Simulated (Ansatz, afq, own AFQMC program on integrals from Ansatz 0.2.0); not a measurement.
**Si$_{5}$H$_{10}$, singlet: AFQMC among the cluster methods**

```xyz
15

Si   -1.1005    1.4629    0.7108
Si   -0.0509   -0.2412    1.9509
Si    1.6910   -0.8656    0.4957
Si    0.6121   -0.9790   -1.5991
Si   -1.1370    0.6161   -1.4945
H    -0.2241    2.6778    0.7477
H    -2.4596    1.8327    1.2146
H     0.4153    0.1983    3.3025
H    -0.9958   -1.3933    2.1093
H     2.3778   -2.1398    0.8729
H     2.7009    0.2411    0.4661
H     0.0208   -2.3438   -1.7753
H     1.5469   -0.7146   -2.7371
H    -0.9495    1.7059   -2.5029
H    -2.4473   -0.0576   -1.7617
```

Basis def2-SVP. Noble-gas cores (and the filled d shells of Ga–Kr and In–Xe) are frozen. Integrals, coupled cluster, full CI and functionals: Ansatz 0.2.0; the random walks run on the same integrals in our own AFQMC program. ph-AFQMC/CISD is guided by a CISD state made of CCSD amplitudes; releasing the constraint for a short imaginary time cuts its bias at the price of noise, slowly where states lie close. Uncertainties: one standard error, sampling alone.

Determinant: RHF, the one that the program's search chose, which needn't be the lowest solution. The geometry is a PBE0/def2-SVP stationary point of this or a neighbouring charge and spin state.

No full CI on the walks' own integrals is used here. The released AFQMC energy serves as the reference, which it does only where one determinant dominates, the energy is flat over the last release times and near the phaseless one (40 meV or 2 meV an electron, half that with transition metals). On small molecules, where full CI could be run and the noise was under 10 meV, such values lay within 10 meV of it in 19 cases of 20, a flattering rate, since the rule was set on those same cases; what remains of the bias isn't in the error bar.

Cautions: the released value is read at 0.90 1/Eh with a noise of 14 meV, more than in the cases checked (meV from the phaseless value at times in 1/Eh: 3 ± 8 at 0.21, -12 ± 8 at 0.42, -25 ± 12 at 0.63, -25 ± 14 at 0.90).

The T1 diagnostic is 0.0135, the weight of the determinant in the CISD state is 0.730 and the size of the correlated space is 30 electrons in 115 orbitals.

| level | correlation energy (eV) |
| --- | --- |
| MP2 | -13.4861 |
| CCSD | -16.1174 |
| CCSD(T) | -16.6482 |

Problem. Estimate where phaseless AFQMC with a CISD trial lies against CCSD(T) on the same integrals.

Solution. 7.0 ± 0.9 kJ/mol below CCSD(T).

Reference: AFQMC with the constraint released, correlation energy -16.746 ± 0.014 eV.

```
        level  E − E(reference) (kJ/mol)  share of correlation (%)
      CCSD(T)                  9.4 ± 1.3                     99.42
ph-AFQMC/CISD                  2.4 ± 1.6                     99.85
```

Released energies are given only where the last usable release times agree within the noise; a slower fall can still hide under it.
